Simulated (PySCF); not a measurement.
Molecule: `CC(C)C#N`, C₄H₇N.

Molfile (atoms numbered from 1):
```
C4H7N
     RDKit          3D

 12 11  0  0  0  0  0  0  0  0999 V2000
    1.2335   -0.5955   -0.0020 C   0  0  0  0  0  0  0  0  0  0  0  0
    0.0359    0.2991   -0.3264 C   0  0  0  0  0  0  0  0  0  0  0  0
   -1.3003   -0.3713   -0.0011 C   0  0  0  0  0  0  0  0  0  0  0  0
    0.1517    1.5838    0.3694 C   0  0  0  0  0  0  0  0  0  0  0  0
    0.2458    2.5906    0.9328 N   0  0  0  0  0  0  0  0  0  0  0  0
    1.2522   -0.8488    1.0686 H   0  0  0  0  0  0  0  0  0  0  0  0
    1.1658   -1.5320   -0.5752 H   0  0  0  0  0  0  0  0  0  0  0  0
    2.1834   -0.1033   -0.2536 H   0  0  0  0  0  0  0  0  0  0  0  0
    0.0564    0.5365   -1.4047 H   0  0  0  0  0  0  0  0  0  0  0  0
   -2.1500    0.2722   -0.2695 H   0  0  0  0  0  0  0  0  0  0  0  0
   -1.3890   -1.3141   -0.5604 H   0  0  0  0  0  0  0  0  0  0  0  0
   -1.3698   -0.5998    1.0731 H   0  0  0  0  0  0  0  0  0  0  0  0
  1  2  1  0
  2  3  1  0
  2  4  1  0
  4  5  3  0
  1  6  1  0
  1  7  1  0
  1  8  1  0
  2  9  1  0
  3 10  1  0
  3 11  1  0
  3 12  1  0
M  END
```

Geometry PBE0-D3(BJ)/def2-SVP throughout; GIAO in PySCF, gas phase, one conformer, non-relativistic; equivalent atoms averaged; basis pcSseg-2.

For orientation, B3LYP gives these shifts δ (against TMS, NH3 at the same level): C4 129.9, C1/C3 23.2, C2 24.3, N5 294.7, H9 2.52, H6/H7/H8/H10/H11/H12 1.24 ppm.

A run gave: C4 118.7, C1/C3 23.0, C2 25.6, N5 270.3, H9 2.67, H6/H7/H8/H10/H11/H12 1.22 ppm (shifts δ (against TMS, NH3 at the same level)).

Task: Which functional was used in that run?
A. OPBE
B. KT3
C. BHandHLYP
D. HF
E. LDA

Result: B. C4 tells them apart best: KT3 gives 118.7, HF gives 134.3, LDA gives 133.5, OPBE gives 124.9, BHandHLYP gives 132.9 ppm.
